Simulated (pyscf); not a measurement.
H₂C=O + H₂O → O=CH–OH + H₂, a four-centre exchange (singlet surface; C–H, H–O broken, C–O, H–H formed). PySCF, gas phase, ωB97X-D3(BJ)/def2-SVP geometries. Energies in kJ/mol from the separated reactants.

Small-basis levels: PySCF, no dispersion term, spherical d functions. 

Q: Quick HF/STO-3G single points give ΔE‡ = 439.8 kJ/mol and ΔE = -32.9 kJ/mol. What does ωB97M-D3(BJ)/def2-TZVP give, and how far is the quick result from it?

A: ωB97M-D3(BJ)/def2-TZVP gives ΔE‡ = 258.5 kJ/mol and ΔE = -27.4 kJ/mol. HF/STO-3G lies 181.3 kJ/mol over it in the barrier and 5.4 kJ/mol under it in the reaction energy, so on this step it does not hold to within 12.6 kJ/mol. ωB97M-D3(BJ)/def2-TZVP has limits of its own. The same reactants have a lower exit, to HO–CH₂–OH (barrier +138.0 kJ/mol at ωB97M-D3(BJ)/def2-TZVP, against +258.5 kJ/mol here). One saddle was located; it need not be the lowest between these sides.
